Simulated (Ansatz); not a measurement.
`NCCC=O`. Total charge 0; spin multiplicity 1.

```tsv
atom	x (Å)	y (Å)	z (Å)
N1	-0.793	-0.935	-1.439
C2	-0.353	0.191	-0.635
C3	0.351	-0.305	0.621
C4	1.004	0.815	1.369
O5	0.789	1.099	2.515
H6	-1.487	-1.477	-0.938
H7	-1.230	-0.615	-2.293
H8	-1.164	0.876	-0.342
H9	0.353	0.778	-1.233
H10	-0.339	-0.824	1.291
H11	1.133	-1.009	0.311
H12	1.737	1.406	0.773
```

**Question.** Give the diagnostics of a CCSD(T)/def2-TZVPP run (frozen core, Ansatz 0.2.0). (Best estimate.)

**Answer.** Ansatz gave: T1 = 0.0125, largest single amplitude 0.027, largest double 0.054, (T) share of the correlation energy 3.9 %, 9 CCSD cycles. The RHF solution is stable towards an unrestricted one. T1 lies under the customary mark of 0.02 for closed shells.
